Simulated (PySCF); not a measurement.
Structure with atom numbers: `[CH2:1]=[CH:2][AlH2:3]` (H(Xn): hydrogen on atom n). Ha(C1) is cis to Al3; Hb(C1) is trans to Al3.

[PySCF: PBE0/pcSseg-1 with gauge-including orbitals; PBE0-D3(BJ)/def2-SVP structure; no relativistic terms; in vacuum; a single conformation; rapidly exchanging positions averaged]

References, each an isolated molecule treated in the same way: ¹³C and ¹H vs TMS; AlH4- for ²⁷Al.

| atoms | nucleus | count | δ (ppm) |
| --- | --- | --- | --- |
| C2 | ¹³C | 1 | 153.9 |
| Al3 | ²⁷Al | 1 | 188.7 |
| Hb(C1) | ¹H | 1 | ? |
| H(C2) | ¹H | 1 | 6.97 |
| Ha(C1) | ¹H | 1 | ? |
| H(Al3) | ¹H | 2 | 5.20 |
| C1 | ¹³C | 1 | 157.8 |

Task: Fill in the missing shifts.

Result: 
- Hb(C1): 7.09 ppm, hydrogen on a terminal =CH2 carbon; a vinylic proton, deshielded by the sp2 carbon and the C=C anisotropy
- Ha(C1): 6.67 ppm, hydrogen on a terminal =CH2 carbon; a vinylic proton, deshielded by the sp2 carbon and the C=C anisotropy

Hydrides on Al or Ga are broadened by the quadrupolar metal nucleus. Shifts are as computed. Against solution values, carbons near 30 ppm lie about +2 ppm off and those near 130 ppm about +5 ppm. Of 1211 compounds with measured shifts, 218 miss one by over three times the rms of a fit or turn the order of signals round; such compounds aren't used in these exercises.
